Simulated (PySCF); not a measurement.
# How well do the runs reproduce experiment for ethanol?

**Experimental background.**

From NIST CCCBDB Release 22 (SRD 101), experimental polarizabilities, for the gas: mean polarisability 5.112 Å³.

The results are set against them at the end.

Species: ethanol, C2H6O.
Numbering: `[CH3:1][CH2:2][OH:3]` (hydrogens: H4, H5, H6 on C1; H7, H8 on C2; H9 on O3)

Cartesian coordinates in Å at the GFN2-xTB level; atoms count from 1:
```xyz
9
C2H6O angstrom
C      0.9186    0.0594    0.0421
C     -0.5225   -0.4305   -0.0534
O     -1.4159    0.5777   -0.4639
H      1.5727   -0.7614    0.3227
H      1.0053    0.8450    0.7918
H      1.2437    0.4572   -0.9162
H     -0.8375   -0.8476    0.9148
H     -0.6073   -1.2145   -0.8089
H     -1.3435    1.3208    0.1458
```

The PySCF runs (gas phase, on this GFN2-xTB geometry; no spin–orbit coupling):

```csv
level,job,basis functions
B3LYP/def2-SVPD,"8 singlets by full TDDFT, 3 Tamm–Dancoff triplets, polarisability",111
OLYP/def2-SVPD,"25 singlets by TDA, 5 Tamm–Dancoff triplets, polarisability",111
"PBE0/def2-SVPD, start guess atom","6 singlets by TDA, 2 Tamm–Dancoff triplets, polarisability, density and orbital grids written",111
```

**Comparison with experiment**

**Mean polarisability.** Measured: 5.112 Å³ (NIST CCCBDB Release 22 (SRD 101), experimental polarizabilities).

```csv
level,computed (Å³),computed − measured (Å³),% (from the printed values)
B3LYP/def2-SVPD,4.893,-0.219,-4
OLYP/def2-SVPD,5.008,-0.104,-2
PBE0/def2-SVPD,4.826,-0.286,-6
```

Closest is OLYP/def2-SVPD (-0.104 Å³), furthest PBE0/def2-SVPD (-0.286 Å³); one molecule doesn't rank methods. All 3 levels lie below the measurement. The computed values are static and purely electronic, with core orbitals frozen in the response (1 au = 0.148185 Å³). The table of measured values doesn't say here whether a value is static or optical, or holds a vibrational part. The measurement averages over conformers, the calculation has one.

No measured geometry was used, and the causes of the misses weren't examined.
